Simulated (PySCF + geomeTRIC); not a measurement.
Level of theory: TPSS-D3(BJ)/def2-SVP (PySCF + geomeTRIC). fastk is a local helper that only speeds up exchange builds. No frequencies were computed at this level.

```python
import json, numpy as np
from pyscf import gto, dft
from fastk import lowrank_exchange
atoms = """
C     -0.487256    -0.000774    -0.007936
C      0.949073     0.001508     0.015432
N      2.091508     0.003324     0.034076
H     -0.837821    -0.704630    -0.761673
H     -0.866633    -0.297442     0.969044
H     -0.848871     0.998014    -0.248942
"""
def scf(charge, spin, dm0=None):
    mol = gto.M(atom=atoms, basis='def2-svp', ecp={}, charge=charge, spin=spin, verbose=3, max_memory=15120)
    mf = dft.KS(mol, xc='tpss').density_fit(auxbasis="def2-universal-jkfit")
    mf.disp = 'd3bj'
    mf.grids.level = 3
    mf.conv_tol = 1e-8
    mf.max_cycle = 120
    mf.level_shift = 0.25
    mf.kernel(dm0)
    if not mf.converged:
        mf = mf.newton().run(mf.mo_coeff, mf.mo_occ).undo_soscf()
    return mf
mf = scf(0, 0)
from pyscf.geomopt.geometric_solver import kernel as optimize
path = []
done, mol = optimize(mf, maxsteps=120, assert_convergence=False, callback=lambda env: path.append((env["energy"], bool(env["g_scanner"].converged))))
res = dict(converged=bool(done and path[-1][1]), energy=path[-1][0], path=[e for e, c in path], xyz=mol.atom_coords(unit="Angstrom").tolist(), nao=mol.nao)
json.dump(res, open("result.json", "w"))
```

Output:

```
converged SCF energy = -132.679639057953
Geometry optimization cycle 1
converged SCF energy = -132.679639069215
cycle 1: E = -132.679639069  dE = -132.68  norm(grad) = 0.0757933
Geometry optimization cycle 2
converged SCF energy = -132.681958488133
cycle 2: E = -132.681958488  dE = -0.00231942  norm(grad) = 0.00574835
Geometry optimization cycle 3
converged SCF energy = -132.681967558922
cycle 3: E = -132.681967559  dE = -9.07079e-06  norm(grad) = 0.000403044
Geometry optimization cycle 4
converged SCF energy = -132.681967632315
cycle 4: E = -132.681967632  dE = -7.33932e-08  norm(grad) = 7.91186e-05
<class 'geometric.internal.Distance'> : 5
<class 'geometric.internal.Angle'> : 6
<class 'geometric.internal.LinearAngle'> : 2
<class 'geometric.internal.TranslationX'> : 1
<class 'geometric.internal.TranslationY'> : 1
<class 'geometric.internal.TranslationZ'> : 1
<class 'geometric.internal.RotationA'> : 1
<class 'geometric.internal.RotationB'> : 1
<class 'geometric.internal.RotationC'> : 1
Step    0 : Gradient = 3.094e-02/6.137e-02 (rms/max) Energy = -132.6796390692
Step    1 : Displace = 2.756e-02/4.726e-02 (rms/max) Trust = 1.000e-01 (=) Grad = 2.347e-03/4.445e-03 (rms/max) E (change) = -132.6819584881 (-2.319e-03) Quality = 0.994
Step    2 : Displace = 1.532e-03/2.186e-03 (rms/max) Trust = 1.414e-01 (+) Grad = 1.645e-04/2.590e-04 (rms/max) E (change) = -132.6819675589 (-9.071e-06) Quality = 1.060
Step    3 : Displace = 1.098e-04/1.896e-04 (rms/max) Trust = 2.000e-01 (+) Grad = 3.230e-05/6.537e-05 (rms/max) E (change) = -132.6819676323 (-7.339e-08) Quality = 1.009
Converged! =D
```

Cost: around 40 core-seconds (rough).
